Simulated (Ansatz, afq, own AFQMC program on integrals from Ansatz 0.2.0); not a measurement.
**Where AFQMC and coupled cluster stand for CH4N, quartet**

| atom | x (Å) | y (Å) | z (Å) |
| --- | --- | --- | --- |
| C | -1.1341 | 0.0000 | 0.0000 |
| H | -1.4973 | 1.0273 | 0.0000 |
| H | -1.4973 | -0.5137 | 0.8897 |
| H | -1.4973 | -0.5137 | -0.8897 |
| H | 0.1219 | 0.0000 | 0.0000 |
| N | 1.2869 | 0.0000 | 0.0000 |

Connectivity, by distances: CH3 ··· N, 1 bridging H.

Basis cc-pVTZ. Noble-gas cores (and the filled d shells of Ga–Kr and In–Xe) are frozen. Integrals, coupled cluster, full CI and functionals: Ansatz 0.2.0; the random walks run on the same integrals in our own AFQMC program. The CISD trial takes its coefficients from CCSD amplitudes. Released means that phaseless walkers are propagated on without the constraint, phases kept. ± is one standard error of the sampling.

Determinant: UHF, the one that the program's search chose, which needn't be the lowest solution. The geometry is a point of a scan.

No full CI on the walks' own integrals is used here. The released AFQMC energy serves as the reference, which it does only where one determinant dominates, the energy is flat over the last release times and near the phaseless one (40 meV or 2 meV an electron, half that with transition metals). On small molecules, where full CI could be run and the noise was under 10 meV, such values lay within 10 meV of it in 19 cases of 20, a flattering rate, since the rule was set on those same cases; what remains of the bias isn't in the error bar.

Cautions: lower spins were not checked; the released value is read at 2.40 1/Eh (meV from the phaseless value at times in 1/Eh: -3 ± 6 at 0.24, -12 ± 5 at 0.51, -21 ± 5 at 0.99, -9 ± 9 at 1.62, -8 ± 6 at 2.40).

The T1 diagnostic is 0.0136 and the weight of the determinant in the CISD state is 0.885. The ⟨S²⟩ of the determinant is 3.786 and the size of the correlated space is 13 electrons in 114 orbitals.

```
  level  correlation energy (eV)
    MP2                  -8.5541
   CCSD                  -9.5565
CCSD(T)                  -9.8638
```

Q: Estimate where phaseless AFQMC with a CISD trial lies against CCSD(T) on the same integrals.

A: 2.2 ± 0.6 kJ/mol below CCSD(T).

Reference: AFQMC with the constraint released, correlation energy -9.895 ± 0.006 eV.

| level | E − E(reference) (kJ/mol) | share of correlation (%) |
| --- | --- | --- |
| CCSD(T) | 3.0 ± 0.6 | 99.69 |
| ph-AFQMC/CISD | 0.7 ± 0.9 | 99.92 |

A walk keeps the symmetry of its determinant, which the program's search chose and which needn't be the lowest solution, so a lower state of the same spin and another symmetry isn't excluded. Released energies are given only where the last usable release times agree within the noise; a slower fall can still hide under it.
